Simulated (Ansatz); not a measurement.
Input file:

```yaml
crystal:
  periodic: [false, false, false]
  atoms:
    - {symbol: O, position_ang: [-1.060190, 0.002370, 0.000000]}
    - {symbol: H, position_ang: [-1.309499, 0.928945, 0.000000]}
    - {symbol: H, position_ang: [-0.063190, 0.002370, 0.000000]}
    - {symbol: N, position_ang: [1.203810, 0.002370, 0.000000]}
    - {symbol: H, position_ang: [1.472892, -1.001857, 0.000000]}
basis:
  gaussian: {orbitals: STO-3G}
magnetization: {spin_polarized: false, initial_magnetization: 2}
correlation: {active_space: {window: {electrons: 2, orbitals: 4}, fixed_orbitals: true}}
output: {forces: true}
```

```sh
$ ansatz run in.yaml --threads 1 --pin off --events-out ev --progress --plain --max-ram 2393MiB
```

Question: Roughly how long does this take on 1 thread of Arm Neoverse V1, shared host, and how much host memory?

Answer: 0.09 s wall and 0.06 GiB.

```
172 factors; integrals over basis functions are off by at most 3.5e-5 eV
mean field evaluation 1: about -3513.6280 eV, gradient 1.8e1 eV
mean field evaluation 2: about -3513.6887 eV, gradient 1.8e1 eV
mean field evaluation 4: about -3514.9662 eV, gradient 2.0e0 eV
mean field evaluation 8: about -3514.9953 eV, gradient 1.3e-3 eV
mean field -3514.99534796 eV, -129.1736964879 hartree, gradient 4.1e-6 eV, S^2 2.000000; 0 other end points of the search recorded, 0 dependent functions left out
reference -3514.99534796 eV, -129.1736964879 hartree; 10, 8 occupied and 3, 5 virtual orbitals, 172 factors
state -3514.99534796 eV, -129.1736964879 hartree
the calculation of the forces begins
Total energy: -3514.99534796 eV, -129.1736964879 hartree
Atom 0 at    -1.060190     0.002370     0.000000 Å, force    -2.111540    -2.621953     0.000000 eV/Å
Atom 1 at    -1.309499     0.928945     0.000000 Å, force     0.062468     1.863282    -0.000000 eV/Å
Atom 2 at    -0.063190     0.002370     0.000000 Å, force    -3.343505     0.910134     0.000000 eV/Å
Atom 3 at     1.203810     0.002370     0.000000 Å, force     5.006449     1.445955     0.000000 eV/Å
Atom 4 at     1.472892    -1.001857     0.000000 Å, force     0.386128    -1.597418    -0.000000 eV/Å
Dipole moment:     0.409020    -0.034184    -0.000000 e Å
```

Natural occupations: 1.0000 1.0000 0.0000 0.0000.

Forces (eV/Å):
```
O   -2.112 -2.622  0.000
H    0.062  1.863  0.000
H   -3.344  0.910  0.000
N    5.006  1.446  0.000
H    0.386 -1.597  0.000
```
